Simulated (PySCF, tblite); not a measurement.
**butyronitrile (C₄H₇N): a rotation path, then NMR shifts and spin-spin couplings on frames, part 1 of 3**

How do NMR shifts and spin-spin couplings of butyronitrile (C₄H₇N) (`CCCC#N`) change as the atoms move?

The runs use tblite 0.8.0 and PySCF 2.14.0, with density-fitted response routines of our own; the level of theory stands in each step. All values are computed, except where a source is named. Atoms are numbered from 0 throughout.

## 1. The starting structure

12 atoms, charge 0, multiplicity 1; geometry from: GFN2-xTB.

Bonds of the start (Å): C0–C1 1.52, C1–C2 1.53, C2–C3 1.44, C3–N4 1.14, C0–H5 1.09, C0–H6 1.09, C0–H7 1.09, C1–H8 1.09, C1–H9 1.09, C2–H10 1.09, C2–H11 1.09.

## 2. A band between two rotamers with GFN2-xTB

What the job is given:

```
{"job": {"kind": "neb", "xc": "GFN2-xTB", "basis": "xTB", "atoms": [0, 1, 2, 3], "turn": 120}, "charge": 0, "multiplicity": 1}
C     -1.271980    -0.496598    -0.334471
C     -0.417233     0.352365     0.598145
C      0.951286     0.670833    -0.019435
C      1.725413    -0.528618    -0.211724
N      2.329952    -1.488159    -0.355399
H     -2.228858    -0.721359     0.129742
H     -1.458753     0.027983    -1.269684
H     -0.770338    -1.435057    -0.560959
H     -0.270207    -0.175065     1.543237
H     -0.927649     1.293764     0.812655
H      1.517708     1.342189     0.632693
H      0.821856     1.157036    -0.990827
```

Method: GFN2-xTB climbing-image nudged elastic band, gas phase.

On the command line:

```
$ OMP_NUM_THREADS=1 python probes_run.py task.json out
```

The driver reads the jobs from task.json and runs them one after another.

The log of the run:

```text
image   E - E0 / eV
  0      -0.0000
  1       0.0241
  2       0.0770
  3       0.1260
  4       0.1440
  5       0.1198
  6       0.0685
  7       0.0192
  8       0.0000
```

Wall time 1.7 s (1 thread of Intel Xeon Platinum 8488C, shared host); peak memory 0.18 GiB.

The final band, with the dihedral C0–C1–C2–C3:

```
image  dihedral (°)  energy (eV)  energy (kcal/mol)
    0           -64        0.000                0.0
    1           -47        0.024                0.6
    2           -31        0.077                1.8
    3           -15        0.126                2.9
    4             1        0.144                3.3
    5            18        0.120                2.8
    6            34        0.068                1.6
    7            49        0.019                0.4
    8            64        0.000                0.0
```

## 3. Nuclear shieldings: image 0, PBE0/pcSseg-1

What the job is given:

```
{"job": {"kind": "nmr", "xc": "PBE0", "basis": "pcSseg-1", "pop": false}, "charge": 0, "multiplicity": 1}
C     -1.272000    -0.496600    -0.334500
C     -0.417200     0.352400     0.598100
C      0.951300     0.670800    -0.019400
C      1.725400    -0.528600    -0.211700
N      2.330000    -1.488200    -0.355400
H     -2.228900    -0.721400     0.129700
H     -1.458800     0.028000    -1.269700
H     -0.770300    -1.435100    -0.561000
H     -0.270200    -0.175100     1.543200
H     -0.927600     1.293800     0.812700
H      1.517700     1.342200     0.632700
H      0.821900     1.157000    -0.990800
```

Level: GIAO PBE0/pcSseg-1 NMR shielding, non-relativistic, gas phase.

The log of the run:

```text
coarse grid: 9752 points
cycle   1  E = -211.0131693182  dE =  4.609e-01  |g| = 4.521e-01  |ddm| = 2.951e+00
cycle   2  E = -210.8964262617  dE =  1.167e-01  |g| = 8.693e-01  |ddm| = 1.068e+00
cycle   3  E = -211.0616038461  dE = -1.652e-01  |g| = 1.347e-01  |ddm| = 6.875e-01
cycle   4  E = -211.0657162397  dE = -4.112e-03  |g| = 3.394e-02  |ddm| = 1.100e-01
cycle   5  E = -211.0659728935  dE = -2.567e-04  |g| = 6.903e-03  |ddm| = 3.139e-02
cycle   6  E = -211.0659841864  dE = -1.129e-05  |g| = 1.392e-03  |ddm| = 6.689e-03
cycle   7  E = -211.0659846126  dE = -4.262e-07  |g| = 3.495e-04  |ddm| = 1.394e-03
final grid: 93432 points
cycle   8  E = -211.0954288742  dE = -2.744e-05  |g| = 6.953e-03  |ddm| = 2.143e-02
cycle   9  E = -211.0954265304  dE =  2.344e-06  |g| = 7.648e-03  |ddm| = 1.125e-02
cycle  10  E = -211.0954412126  dE = -1.468e-05  |g| = 6.620e-04  |ddm| = 5.786e-03
cycle  11  E = -211.0954412834  dE = -7.079e-08  |g| = 3.686e-04  |ddm| = 7.181e-04
cycle  12  E = -211.0954413101  dE = -2.678e-08  |g| = 9.224e-05  |ddm| = 2.640e-04
cycle  13  E = -211.0954413120  dE = -1.885e-09  |g| = 1.825e-05  |ddm| = 6.907e-05
cycle  14  E = -211.0954413121  dE = -7.253e-11  |g| = 3.731e-06  |ddm| = 1.575e-05
converged SCF energy = -211.0954413121

GIAO shielding tensors (ppm)
atom      isotropic    diamagn.    paramagn.     s11        s22        s33       span
  0 C      171.541     248.407     -76.866    158.551    169.148    186.924     28.372
  1 C      162.774     247.347     -84.573    156.788    161.010    170.524     13.736
  2 C      167.199     249.306     -82.107    155.883    166.150    179.564     23.682
  3 C       62.875     260.882    -198.007    -55.433    -48.347    292.406    347.839
  4 N      -32.563     340.147    -372.710   -204.692   -194.822    301.825    506.517
  5 H       30.445      29.398       1.047     25.909     27.639     37.787     11.879
  6 H       30.925      30.466       0.459     27.063     28.526     37.186     10.123
  7 H       30.062      31.063      -1.002     25.586     29.563     35.036      9.450
  8 H       30.078      30.948      -0.870     25.697     28.643     35.894     10.197
  9 H       30.140      30.524      -0.384     25.099     28.592     36.731     11.632
 10 H       29.228      28.070       1.157     24.029     27.729     35.926     11.897
 11 H       29.730      29.472       0.258     25.676     28.136     35.378      9.702
```

It took 7.2 s on 1 thread of Intel Xeon Platinum 8488C, shared host; peak memory 0.55 GiB.

Shifts follow as δ = σ(reference) − σ, with reference shieldings (ppm) from runs at the same level and on the same kind of geometry: 1H TMS 31.72, 13C TMS 186.9, 15N NH3 267.7. The references are single molecules in the gas phase, so shifts against H2O, NH3, PH3, H3PO4 or CFCl3 are not on the usual liquid scales and can be off by tens of ppm. Each atom is listed at this fixed geometry, with no averaging over motion; a spectrum would average atoms that exchange fast.

```
atoms                            environment  σ (ppm)  δ (ppm)
   C3                         nitrile carbon     62.9    124.0
   C1                                sp3 CH2    162.8     24.2
   C2                 sp3 CH2 α to a nitrile    167.2     19.7
   C0                          methyl carbon    171.5     15.4
  H10  hydrogen on an sp3 CH2 α to a nitrile    29.23     2.49
  H11  hydrogen on an sp3 CH2 α to a nitrile    29.73     1.99
   H7            hydrogen on a methyl carbon    30.06     1.66
   H8                 hydrogen on an sp3 CH2    30.08     1.64
   H9                 hydrogen on an sp3 CH2    30.14     1.58
   H5            hydrogen on a methyl carbon    30.45     1.27
   H6            hydrogen on a methyl carbon    30.93     0.79
   N4                       nitrile nitrogen    -32.6    300.3
```

## 4. Spin-spin couplings: image 0, B3LYP/pcJ-1

The job, as its differences from that of step 3:

```diff
@@ -1,2 +1,2 @@
-{"job": {"kind": "nmr", "xc": "PBE0", "basis": "pcSseg-1", "pop": false}, "charge": 0, "multiplicity": 1}
+{"job": {"kind": "j", "xc": "B3LYP", "basis": "pcJ-1"}, "charge": 0, "multiplicity": 1}
 C     -1.272000    -0.496600    -0.334500
```

Method: B3LYP/pcJ-1 indirect spin-spin coupling, non-relativistic, gas phase.

The log of the run:

```text
coarse grid: 9752 points
cycle   1  E = -211.2913061422  dE =  4.041e-01  |g| = 5.080e-01  |ddm| = 2.701e+00
cycle   2  E = -211.1397246361  dE =  1.516e-01  |g| = 9.805e-01  |ddm| = 1.177e+00
cycle   3  E = -211.3472177412  dE = -2.075e-01  |g| = 1.873e-01  |ddm| = 7.868e-01
cycle   4  E = -211.3548117419  dE = -7.594e-03  |g| = 4.873e-02  |ddm| = 1.455e-01
cycle   5  E = -211.3553357725  dE = -5.240e-04  |g| = 1.005e-02  |ddm| = 4.257e-02
cycle   6  E = -211.3553588108  dE = -2.304e-05  |g| = 1.994e-03  |ddm| = 9.541e-03
cycle   7  E = -211.3553596571  dE = -8.462e-07  |g| = 5.436e-04  |ddm| = 1.887e-03
final grid: 93432 points
cycle   8  E = -211.3967788730  dE = -8.534e-05  |g| = 5.863e-03  |ddm| = 1.789e-02
cycle   9  E = -211.3967750767  dE =  3.796e-06  |g| = 6.952e-03  |ddm| = 8.949e-03
cycle  10  E = -211.3967868410  dE = -1.176e-05  |g| = 1.172e-03  |ddm| = 5.115e-03
cycle  11  E = -211.3967869013  dE = -6.036e-08  |g| = 1.064e-03  |ddm| = 1.402e-03
cycle  12  E = -211.3967871295  dE = -2.282e-07  |g| = 1.191e-04  |ddm| = 6.402e-04
cycle  13  E = -211.3967871328  dE = -3.317e-09  |g| = 1.899e-05  |ddm| = 1.009e-04
cycle  14  E = -211.3967871329  dE = -7.168e-11  |g| = 6.021e-06  |ddm| = 1.589e-05
converged SCF energy = -211.3967871329

Indirect spin-spin couplings (Hz)
  i      j    bonds     total        FC       PSO       DSO        SD
  0 C    1 C    1     34.307    34.424    -0.287     0.170         -
  0 C    2 C    2     -0.868    -0.667    -0.205     0.004         -
  0 C    3 C    3      1.375     1.373    -0.031     0.033         -
  0 C    5 H    1    132.949   131.137     1.223     0.589         -
  0 C    6 H    1    131.459   129.603     1.230     0.626         -
  0 C    7 H    1    134.451   132.722     1.084     0.645         -
  0 C    8 H    2     -3.230    -3.231     0.216    -0.215         -
  0 C    9 H    2     -3.565    -3.543     0.211    -0.233         -
  0 C   10 H    3      9.518     9.563     0.418    -0.463         -
  0 C   11 H    3      3.374     3.355     0.006     0.013         -
  1 C    2 C    1     32.721    32.633    -0.118     0.206         -
  1 C    3 C    2     -2.764    -2.696    -0.109     0.042         -
  1 C    4 N    3     -0.614    -0.629     0.028     0.031    -0.045
  1 C    5 H    2     -2.434    -2.447     0.220    -0.207         -
  1 C    6 H    2     -3.997    -3.999     0.201    -0.199         -
  1 C    7 H    2     -4.410    -4.435     0.200    -0.175         -
  1 C    8 H    1    137.814   136.222     0.776     0.816         -
  1 C    9 H    1    136.078   134.429     0.857     0.792         -
  1 C   10 H    2     -4.199    -4.247     0.211    -0.164         -
  1 C   11 H    2     -4.837    -4.930     0.241    -0.148         -
  2 C    3 C    1     67.156    68.736    -1.823     0.243         -
  2 C    4 N    2      3.042     2.698     0.376     0.072    -0.104
  2 C    5 H    3     13.380    13.418     0.395    -0.433         -
  2 C    6 H    3      3.094     3.105    -0.029     0.019         -
  2 C    7 H    3      3.356     3.369    -0.015     0.003         -
  2 C    8 H    2     -3.340    -3.351     0.136    -0.125         -
  2 C    9 H    2     -1.900    -1.896     0.108    -0.112         -
  2 C   10 H    1    138.808   137.134     0.848     0.825         -
  2 C   11 H    1    139.821   138.168     0.799     0.855         -
  3 C    4 N    1    -21.712   -15.507     0.118    -0.003    -6.320
  3 C    5 H    4     -0.262    -0.267     0.250    -0.244         -
  3 C    6 H    4     -0.160    -0.180     0.047    -0.027         -
  3 C    7 H    4     -0.191    -0.249    -0.338     0.395         -
  3 C    8 H    3      3.748     3.684    -0.091     0.155         -
  3 C    9 H    3     12.735    12.684     0.438    -0.386         -
  3 C   10 H    2     -9.968    -9.918    -0.007    -0.043         -
  3 C   11 H    2     -9.506    -9.458    -0.018    -0.030         -
  4 N    9 H    4     -0.438    -0.396    -0.249     0.184     0.023
  4 N   10 H    3     -1.547    -1.380    -0.414     0.216     0.031
  4 N   11 H    3     -1.521    -1.353    -0.414     0.214     0.032
  5 H    6 H    2    -13.882   -13.962     2.838    -2.758         -
  5 H    7 H    2    -14.241   -14.326     2.780    -2.695         -
  5 H    8 H    3      3.738     3.854     0.382    -0.498         -
  5 H    9 H    3      3.411     3.540     0.491    -0.620         -
  5 H   10 H    4      2.011     2.055     1.714    -1.757         -
  5 H   11 H    4     -0.199    -0.118     1.497    -1.577         -
  6 H    7 H    2    -13.153   -13.252     2.681    -2.582         -
  6 H    8 H    3     15.121    15.230     2.800    -2.910         -
  6 H    9 H    3      4.403     4.523     0.448    -0.567         -
  6 H   10 H    4     -0.351    -0.273     1.460    -1.538         -
  6 H   11 H    4     -0.239    -0.279    -1.267     1.307         -
  7 H    8 H    3      4.003     4.112     0.395    -0.505         -
  7 H    9 H    3     15.673    15.782     2.795    -2.905         -
  7 H   10 H    4     -0.505    -0.412     1.645    -1.738         -
  7 H   11 H    4     -0.353    -0.244     0.375    -0.484         -
  8 H    9 H    2    -13.480   -13.591     2.453    -2.341         -
  8 H   10 H    3      2.887     2.983     0.412    -0.508         -
  8 H   11 H    3     14.737    14.815     2.782    -2.861         -
  9 H   10 H    3      4.829     4.916     0.192    -0.280         -
  9 H   11 H    3      3.579     3.667     0.454    -0.543         -
 10 H   11 H    2    -17.261   -17.364     2.469    -2.366         -
```

Wall time 21 s (1 thread of Intel Xeon Platinum 8488C, shared host); peak memory 0.84 GiB.

Couplings of 1 Hz or more, nine at most for each number of bonds (isotopes 13C, 1H, 15N):

```
   pair  bonds  J (Hz)  Fermi contact (Hz)  dihedral (°)
 C2–H11      1   139.8               138.2             –
 C2–H10      1   138.8               137.1             –
  C1–H8      1   137.8               136.2             –
  C1–H9      1   136.1               134.4             –
  C0–H7      1   134.5               132.7             –
  C0–H5      1   132.9               131.1             –
  C0–H6      1   131.5               129.6             –
  C2–C3      1    67.2                68.7             –
  C0–C1      1    34.3                34.4             –
H10–H11      2   -17.3               -17.4             –
  H5–H7      2   -14.2               -14.3             –
  H5–H6      2   -13.9               -14.0             –
  H8–H9      2   -13.5               -13.6             –
  H6–H7      2   -13.2               -13.3             –
 C3–H10      2   -10.0                -9.9             –
 C3–H11      2    -9.5                -9.5             –
 C1–H11      2    -4.8                -4.9             –
  C1–H7      2    -4.4                -4.4             –
  H7–H9      3    15.7                15.8           180
  H6–H8      3    15.1                15.2           178
 H8–H11      3    14.7                14.8           177
  C2–H5      3    13.4                13.4           179
  C3–H9      3    12.7                12.7           175
 C0–H10      3     9.5                 9.6           176
 H9–H10      3     4.8                 4.9            55
  H6–H9      3     4.4                 4.5            60
  H7–H8      3     4.0                 4.1           -62
 H5–H10      4     2.0                 2.1             –
```

The spin-dipole term was solved for some atoms only; pairs without it lack that part.

Quadrupole couplings from the field gradients of the same density:

```
atom  isotope  eQq/h (MHz)     η
  N4      14N       -4.648  0.03
```

## 5. NMR shieldings: image 2, PBE0/pcSseg-1

What the job is given:

```
{"job": {"kind": "nmr", "xc": "PBE0", "basis": "pcSseg-1", "pop": false}, "charge": 0, "multiplicity": 1}
C     -1.185200    -0.611100    -0.261000
C     -0.470000     0.455000     0.560600
C      0.978400     0.690600     0.090700
C      1.583100    -0.501000    -0.447700
N      2.059300    -1.437000    -0.899200
H     -2.208100    -0.732800     0.086200
H     -1.206500    -0.342200    -1.314500
H     -0.674900    -1.566700    -0.164800
H     -0.465500     0.151600     1.609200
H     -1.012500     1.400100     0.490000
H      1.597200     1.043100     0.920700
H      1.006000     1.449700    -0.696300
```

With the program's defaults for keys left out, this is: GIAO PBE0/pcSseg-1 NMR shielding, non-relativistic, gas phase.

The log of the run:

```text
coarse grid: 9752 points
cycle   1  E = -211.0096605615  dE =  4.637e-01  |g| = 4.515e-01  |ddm| = 2.971e+00
cycle   2  E = -210.8929144371  dE =  1.167e-01  |g| = 8.687e-01  |ddm| = 1.078e+00
cycle   3  E = -211.0578968989  dE = -1.650e-01  |g| = 1.354e-01  |ddm| = 6.925e-01
cycle   4  E = -211.0620406822  dE = -4.144e-03  |g| = 3.413e-02  |ddm| = 1.112e-01
cycle   5  E = -211.0623005537  dE = -2.599e-04  |g| = 6.610e-03  |ddm| = 3.104e-02
cycle   6  E = -211.0623107419  dE = -1.019e-05  |g| = 1.490e-03  |ddm| = 6.410e-03
cycle   7  E = -211.0623112391  dE = -4.972e-07  |g| = 3.387e-04  |ddm| = 1.468e-03
final grid: 93432 points
cycle   8  E = -211.0917804868  dE = -2.853e-05  |g| = 6.569e-03  |ddm| = 2.364e-02
cycle   9  E = -211.0917789880  dE =  1.499e-06  |g| = 7.087e-03  |ddm| = 1.092e-02
cycle  10  E = -211.0917914307  dE = -1.244e-05  |g| = 5.436e-04  |ddm| = 5.440e-03
cycle  11  E = -211.0917914792  dE = -4.858e-08  |g| = 3.115e-04  |ddm| = 5.260e-04
cycle  12  E = -211.0917914974  dE = -1.819e-08  |g| = 1.149e-04  |ddm| = 2.552e-04
cycle  13  E = -211.0917915002  dE = -2.779e-09  |g| = 1.932e-05  |ddm| = 9.311e-05
cycle  14  E = -211.0917915003  dE = -8.498e-11  |g| = 3.878e-06  |ddm| = 1.669e-05
converged SCF energy = -211.0917915003

GIAO shielding tensors (ppm)
atom      isotropic    diamagn.    paramagn.     s11        s22        s33       span
  0 C      171.847     248.725     -76.877    161.552    170.175    183.815     22.263
  1 C      167.777     247.143     -79.366    159.544    169.467    174.320     14.776
  2 C      169.602     248.753     -79.151    149.871    175.929    183.008     33.137
  3 C       64.392     261.245    -196.853    -50.874    -47.623    291.673    342.547
  4 N      -36.726     340.089    -376.815   -209.715   -198.366    297.904    507.619
  5 H       30.530      29.416       1.115     25.957     27.705     37.929     11.972
  6 H       30.777      30.966      -0.189     26.979     28.515     36.837      9.858
  7 H       29.978      31.468      -1.490     25.509     29.389     35.038      9.528
  8 H       30.151      30.607      -0.456     24.947     28.702     36.804     11.856
  9 H       30.203      30.384      -0.180     25.443     28.402     36.765     11.322
 10 H       29.255      28.038       1.217     24.099     27.682     35.985     11.886
 11 H       29.369      28.845       0.523     24.169     28.287     35.651     11.481
```

It took 7.6 s on 1 thread of Intel Xeon Platinum 8488C, shared host; peak memory 0.58 GiB.

This run: δ C3 122.5, C1 19.1, C2 17.3, C0 15.1, H10 2.46, H11 2.35 ppm.

(Continued in part 2 of 3.)
